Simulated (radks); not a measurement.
# S³⁺ in [Ne] 3s2 3p1: an all-electron calculation

Wanted: eigenvalues, radial structure and energy terms of the sulfur ion S3+.

Method: scalar-relativistic Kohn-Sham, AM05, spin-polarised, spherical densities, point nucleus; open shells are filled with parallel spins first. Code: radks (a radial shooting solver on a logarithmic mesh, Libxc functionals) version 1.

### 1 What is computed

* element: sulfur (Z = 16)
* charge: +3
* electrons: 13
* configuration: [Ne] 3s2 3p1

The outer shells:

S³⁺
```
[Ne] core
3s [↑↓]
3p [↑ ][  ][  ]
```

### 2 The calculation

Input:

```text
Z 16
configuration [Ne] 3s2 3p1
relativity scalar-relativistic
functional am05,am05
spin polarised
nucleus point
c 137.035999084
```

Launch:

```bash
$ python run_ks.py task.json out
```

All runs below come from this command, one after another.

What does the calculation give?

The runs gave:

| quantity | value |
| --- | --- |
| total energy | -395.47615 hartree |
| exchange-correlation share of it | 5.88 % |
| −T/E | 1.0034 |
| highest occupied level | 3p up, -40.914 eV |
| most extended occupied level | 3p up, <r> = 1.65 bohr |
| radius at density 0.001 e/bohr³ | 3.09 bohr |
| maxima of the radial density | 3 |
| ionisation energy, NIST | 47.22 (semi-emp.) eV |

**Reading.** 3 principal shells are occupied and 3 maxima appear in the radial density. −T/E is 1.003: with relativity the kinetic term as defined here no longer equals −E. The top level binds by 40.914 eV, 87 % of the NIST ionisation energy of 47.22 eV; the potential of a semilocal functional falls off too fast, so its top eigenvalue is too shallow. Open shells are spherical and high-spin; term and fine-structure splittings are not resolved.
